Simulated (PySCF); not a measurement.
Molecule: `P(C)(C)P(F)F`, C2H6F2P2.

Cartesian coordinates in Å; atom numbers follow the order of the lines, from 1:
```xyz
12

C    -0.506   -1.330   -0.707
P    -0.115   -0.306    0.792
C     1.586    0.298    0.356
P    -1.198    1.494    0.048
F    -2.686    0.886    0.241
F    -1.110    2.379    1.398
H     0.076   -2.262   -0.659
H    -0.280   -0.827   -1.662
H    -1.573   -1.597   -0.685
H     1.877    1.092    1.059
H     1.673    0.678   -0.675
H     2.295   -0.534    0.483
```

Geometry PBE0-D3(BJ)/def2-SVP throughout; GIAO in PySCF, gas phase, one conformer, non-relativistic; equivalent atoms averaged; functional PBE0.

(1) How do the shifts δ (against TMS, H3PO4, CFCl3 at the same level) depend on the basis set? (ppm; last column core-seconds on 1 thread of an Arm Neoverse V2, shared host)

(2) Which nucleus moves most, in ppm?

(3) Taking the largest basis, def2-TZVP (234 functions), as the yardstick, rank the others by their worst heavy-atom deviation.

## Answers

(1) 
```csv
basis set,functions,C1/C3,P4,P2,F5/F6,H7/H8/H9/H10/H11/H12,core-s
STO-3G,44,13.6,229.7,-38.6,-142.0,0.44,2.7
6-31G,74,8.1,303.3,-74.9,-137.9,1.29,5.3
6-31G*,104,6.9,310.7,-54.2,-100.1,1.03,7.1
def2-SVP,122,7.1,298.6,-61.9,-88.2,0.96,8
"6-311+G(2d,p)",214,7.8,317.2,-73.7,-108.6,1.04,18
def2-TZVP,234,7.5,323.6,-78.5,-98.0,0.99,22
```

(2) P4 (phosphorus bonded to 2 F, P): from 229.7 ppm with STO-3G to 323.6 ppm with def2-TZVP. The smallest spread is 0.84 ppm, at H7/H8/H9/H10/H11/H12. Proton shifts span only some 12 ppm, so a few tenths of a ppm matter as much there as several ppm in carbon.

(3) 6-311+G(2d,p) 10.7 ppm (214 functions), 6-31G* 24.2 ppm (104 functions), def2-SVP 25.0 ppm (122 functions), 6-31G 40.0 ppm (74 functions), STO-3G 94.0 ppm (44 functions).

A small basis that lands close on one nucleus may do so by chance; judge by the trend and by all nuclei.
